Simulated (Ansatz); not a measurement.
**How far a parabola holds: energy against volume of rock-salt PbSe**

We consider rock-salt PbSe, described by PBE (PAW; Ansatz, a first-principles code). Settings: plane-wave cutoff 520 eV, 10×10×10 k mesh, Fermi–Dirac smearing 0.01 eV, scalar-relativistic PAW data made under PBE. The cell has no free parameter but its volume, all volumes share cutoff and mesh, and the runs aren't spin-polarised. Energies are free energies at the run's smearing, counted from the lowest row; static lattice.

```csv
V (Å³/atom),E (meV/atom)
28.849,7.53
29.450,1.81
30.051,0.00
30.652,1.70
31.253,6.54
31.854,?
```

Fit E of the 5 rows that show it with a parabola. With u = V - 30.1, the rows have u = -1.2510, -0.6500, -0.0490, 0.5520, 1.1530. Least squares gives E = -0.008 + 0.1296·u + 4.8707·u². Residuals (row less fit): 0.077, -0.156, 0.003, 0.152, -0.077; standard error 0.172 (degrees of freedom: 2). The fitted curve has its minimum at V = 30.1, where E = -0.01. Its curvature is d²E/dV² = 2 × 4.8707 meV/Å⁶, so B = V0·d²E/dV² × 0.1602 = 47.0 GPa.

**Question.** What does the fit predict for E at V = 31.854, and how far is the calculated value from it?

**Answer.** u = 1.7540, so E = -0.008 + 0.1296 × 1.7540 + 4.8707 × 1.7540² = 15.204 meV/atom. The calculation gives 14.20 meV/atom, 1.004 meV/atom below the prediction (7.1 % of the range of E in the table). The row lies outside the fitted rows, so this is an extrapolation. From the scatter of the fitted rows alone, a prediction at this place has a standard error of 0.407 meV/atom, so the miss is 2.5 times that.

The residuals are curvature that a parabola lacks, not noise. A solid that stiffens under compression and softens on expansion lies above the parabola at the compressed end and under it at the expanded end, as this row does. A third-order Birch-Murnaghan fit to the whole scan has B0 = 46.7 GPa. Only scans are tabulated whose curvature falls smoothly with volume, and where the parabola meets the shown rows within 5 % of their range and misses the end by 0.1 meV or more.

Measured, for comparison: bulk modulus 47.9 ± 0.4 GPa (298 K, not corrected to a static lattice, isothermal, neutron diffraction, sources range from 47.9 to 54.1; as tabulated in Knight et al. (2022), doi:10.1039/d1ma01093j). Computed less measured: bulk modulus -2.5 % (against room or unstated temperature, where such soft solids are markedly softer).

Spin–orbit coupling is not included; it can shift volumes and moduli of such heavy elements.
